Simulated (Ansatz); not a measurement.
**SiHF (SMILES F[SiH]) at MP2/STO-3G**

Aim: the vertical electron affinity of SiHF at MP2/STO-3G, from 2 runs. 

The calculation is run with Ansatz 0.2.0.

61 further runs of the same task are left out: 7 that didn't finish, 54 set aside as unsound or not needed.

### Step 1. The structure to begin with

SiHF has 3 atoms, charge 0, and is taken as a singlet. SMILES: `F[SiH]`. The coordinates come from a PBE0-D4/def2-TZVP relaxation.

Bond lengths: F1–Si2 1.612 Å, Si2–H3 1.541 Å. Angles: F1–Si2–H3 96.3°.

### Step 2. The energy at MP2/STO-3G

molecule.yaml

```yaml
crystal:
  periodic: [false, false, false]
  atoms:
    - symbol: F
      position_ang: [-1.090200, 0.024400, -0.602300]
    - symbol: Si
      position_ang: [0.186800, 0.629400, 0.173800]
    - symbol: H
      position_ang: [0.892400, -0.718600, 0.415300]
basis:
  gaussian:
    orbitals: STO-3G
magnetization:
  spin_polarized: false
correlation:
  method: mp2
  frozen_orbitals: {F: 1, H: 0, Si: 5}
accuracy: high
```

On the command line:

```
$ ansatz run molecule.yaml --threads 1 --pin off --max-ram 2610MiB --events-out events.jsonl --progress --plain --runs-dir runs
```

Log:

```text
Warning: RAYON_NUM_THREADS=1 ignored (pool sized by the plan → 1); use --threads N
Functional definition: HF
  name "HF"
  exchange = exact_x
  correlation = 0
246 factors; integrals over basis functions are off by at most 3.3e-8 eV
mean field evaluation 1: about -10452.3530 eV, gradient 1.6e1 eV
mean field evaluation 2: about -10452.3885 eV, gradient 1.6e1 eV
mean field evaluation 4: about -10453.7507 eV, gradient 8.4e-1 eV
mean field evaluation 8: about -10453.7557 eV, gradient 2.2e-2 eV
mean field -10453.75566608 eV, -384.1684349183 hartree, gradient 5.5e-8 eV, S^2 0.000000; 0 other end points of the search recorded, 0 dependent functions left out
6 core orbitals not correlated: weight in the atoms' cores, before any rotation towards them, 1.000 or more for the frozen orbitals, at most 0.000 for the correlated occupied ones
reference -10453.75566608 eV, -384.1684349183 hartree; 6, 6 occupied and 3, 3 virtual orbitals, 246 factors
second order -1.44641007 eV of doubles, -0.00000000 eV of singles
Total energy: -10455.20207615 eV, -384.2215895080 hartree
```

It took 0.08 s on 1 thread of AMD EPYC 9R14 (Zen 4), shared host.

### Step 3. The doublet anion, same level

molecule.yaml

```yaml
crystal:
  periodic: [false, false, false]
  atoms:
    - {symbol: F, position_ang: [-1.090200, 0.024400, -0.602300]}
    - {symbol: Si, position_ang: [0.186800, 0.629400, 0.173800]}
    - {symbol: H, position_ang: [0.892400, -0.718600, 0.415300]}
basis:
  gaussian: {orbitals: STO-3G}
total_charge: -1
magnetization: {spin_polarized: true, initial_magnetization: 1}
correlation: {method: mp2, frozen_orbitals: {F: 1, H: 0, Si: 5}}
accuracy: high
```

On the command line:

```
$ ansatz run molecule.yaml --threads 1 --pin off --max-ram 2610MiB --events-out events.jsonl --progress --plain --runs-dir runs
```

Log:

```text
Warning: RAYON_NUM_THREADS=1 ignored (pool sized by the plan → 1); use --threads N
[... 4 set-up lines as earlier in the session ...]
246 factors; integrals over basis functions are off by at most 3.3e-8 eV
mean field evaluation 1: about -10447.0997 eV, gradient 7.5e0 eV
mean field evaluation 2: about -10447.1502 eV, gradient 7.5e0 eV
mean field evaluation 4: about -10447.7263 eV, gradient 9.6e-1 eV
mean field evaluation 8: about -10447.7466 eV, gradient 1.2e-2 eV
mean field -10447.74662541 eV, -383.9476067468 hartree, gradient 6.7e-8 eV, S^2 0.754106; 0 other end points of the search recorded, 0 dependent functions left out
6 core orbitals not correlated: weight in the atoms' cores, before any rotation towards them, 1.000 or more for the frozen orbitals, at most 0.000 for the correlated occupied ones
reference -10447.74662541 eV, -383.9476067468 hartree; 7, 6 occupied and 2, 3 virtual orbitals, 246 factors
second order -0.86833468 eV of doubles, -0.00000000 eV of singles
Total energy: -10448.61496010 eV, -383.9795174579 hartree
```

It took 0.08 s on 1 thread of AMD EPYC 9R14 (Zen 4), shared host.

### Step 4. Results

At MP2/STO-3G, 6 core orbitals frozen:

| quantity | value |
| --- | --- |
| singlet SiHF: total energy | -384.22159 Eh |
| singlet SiHF: correlation energy (6 core orbitals frozen) | -53.2 mEh |
| doublet anion: total energy | -383.97952 Eh |
| doublet anion: correlation energy (6 core orbitals frozen) | -31.9 mEh |
| doublet anion: ⟨S²⟩ of the reference determinant | 0.754 |
| vertical electron affinity (to the doublet anion) | -6.587 eV |

**Reading.** The anion lies 6.59 eV (152 kcal/mol) above the neutral: the electron isn't bound at this level, and such a value depends on the basis. Without diffuse functions anions come out too high. In a minimal basis such a difference can be off by several eV, whatever the method.
